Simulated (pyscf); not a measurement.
Elementary routes open to `[F][GeH3]` + `[H]` [doublet] in the gas phase (doublet surface):
A. `[GeH3]` [doublet] + `[FH]` (F–Ge broken; F–H formed)
B. `[F][GeH2]` [doublet] + `[H][H]` (Ge–H broken; H–H formed)

Structures and frequencies: ωB97X-D3(BJ)/def2-SVP in PySCF.

Q: Rank the routes by free-energy barrier at 900 K, lowest first, for ωB97M-D3(BJ)/def2-TZVP energies (ideal gas, 1 atm, RRHO with modes under 100 cm⁻¹ raised to 100, one conformer, R ln 2 for chiral ones without a mode under 150 cm⁻¹).

A: B (80.5 kJ/mol), A (171.2 kJ/mol)

Route B is the fastest of these, ahead of the next by 90.7 kJ/mol. The most stable products are those of B (ΔG = -102.8 kJ/mol), so kinetics and thermodynamics agree. At 298 K B is still the fastest. Only these routes are compared; each barrier is that of the saddle found, and lower ones may exist. Elements up to Kr have no core potential and no relativistic terms here.
